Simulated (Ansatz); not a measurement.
# How far each method lies from UCCSDT(Q) for GaC, quartet

Geometry: a PBE0/def2-TZVP stationary point for this spin.

```xyz
2

C     0.0000    0.0000    0.0000
Ga    0.0000    0.0000    2.0016
```

Basis cc-pVTZ; Ansatz 0.2.0. Only valence electrons are correlated (noble-gas cores and the filled d shells of p-block atoms frozen), which leaves 7 electrons in 58 orbitals. Prefix R: restricted or restricted open-shell reference; prefix U: unrestricted. Active spaces: valence = (7e, 8o) chosen from the atoms' valence shells. No spin–orbit coupling is included, and no scalar relativity.

Full CI isn't at hand for all of this; UCCSDT(Q) serves as the reference, and is uncertain by about the last step of the cluster series. The frozen core follows each run's orbitals, which can shift R against U totals by a few meV for light atoms and by up to 0.1 eV past Ca.

The UHF ⟨S²⟩ is 3.760. The T1 diagnostic (RCCSD) is 0.0504 and the largest doubles amplitude (RCCSD) is 0.071. The T1 diagnostic (UCCSD) is 0.0438.

```
   level  E − E(UHF) (eV)
    UMP2          -3.4889
   UCCSD          -4.2572
UCCSD(T)          -4.4463
```

(1) Estimate how far UCCSDT(Q) in cc-pVTZ lies from UCCSD(T). The table doesn't fix it; the size of (T) and the diagnostics are the guide.

(1) UCCSDT(Q) in cc-pVTZ lies 1.96 mEh below UCCSD(T), which is 28 % of the (T) step (-6.95 mEh). T1 is raised, and the rest is a large part of (T). The miss exceeds 1 kcal/mol.

The other levels:

```csv
level,E − E(UCCSDT(Q)) (mEh),wall time
UCCSDT,0.44,–
```

Run but not shown, since their state, orbitals or frozen core can't be matched to the reference's or they repeat it: RHF, RMP2, RCCSD, RCCSD(T), BCCD(T), RCCSDT, RCCSDT(Q), CASSCF (valence space), NEVPT2 (valence space), MRCISD (valence space), MRCISD+Q (valence space).

Natural occupations of CASSCF (valence space) about the gap: 1.975 1.918 1.013 0.987 0.987 0.047 0.047 0.025; effectively unpaired electrons, Σ n²(2−n)², 3.05.
